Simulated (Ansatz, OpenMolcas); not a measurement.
# C3H4F2 (SMILES F/C=C\CF): methods side by side

C3H4F2: 9 atoms, total charge 0, spin state singlet. SMILES: `F/C=C\CF`. The coordinates come from a PBE0-D4/def2-TZVP relaxation. This is one conformer, not always the lowest.

```xyz
9

F    -1.7713    0.6962   -0.7642
C    -0.7568   -0.0838   -1.1488
C     0.2699   -0.3554   -0.3643
C     0.4395    0.1552    1.0194
F     1.6566    0.8114    1.1337
H    -0.8889   -0.4587   -2.1569
H     1.0424   -1.0013   -0.7656
H     0.4498   -0.6667    1.7427
H    -0.3526    0.8568    1.2869
```

Quantity: the energy change with the F1–C2 bond stretched from 1.336 to 2.405 Å, in eV. The values are calculated.

```tsv
level	kind	program	value (eV)	CPU time (all runs)
HF/6-31G* (spherical functions) (unrestricted)	Hartree–Fock	OpenMolcas	3.36	25 s
BLYP/6-31G* (spherical functions) (restricted)	GGA	Ansatz	4.02	10 s
M06-L/6-31G* (spherical functions) (restricted)	meta-GGA	OpenMolcas	4.37	97 s
B3LYP/6-31G* (spherical functions) (restricted)	global hybrid	Ansatz	4.57	13 s
M06-2X/6-31G* (spherical functions) (restricted)	hybrid meta-GGA	OpenMolcas	5.24	85 s
wB97X/6-31G* (spherical functions) (restricted)	range-separated hybrid	Ansatz	5.01	50 s
RPA@PBE/6-31G* (spherical functions) (restricted)	RPA	Ansatz	3.83	25 s
MP2/6-31G* (spherical functions) (restricted)	perturbation theory	Ansatz	4.78	6.6 s
```

The first shape isn't each level's own minimum. The values span 3.36 to 5.24 eV. Spin contamination of the reference (⟨S²⟩ at least 0.1 too high) touches HF/6-31G* (up to 1.15 too high). Times are those of the runs behind each value, whatever else they computed, on shared processors of several kinds: orders of magnitude only.
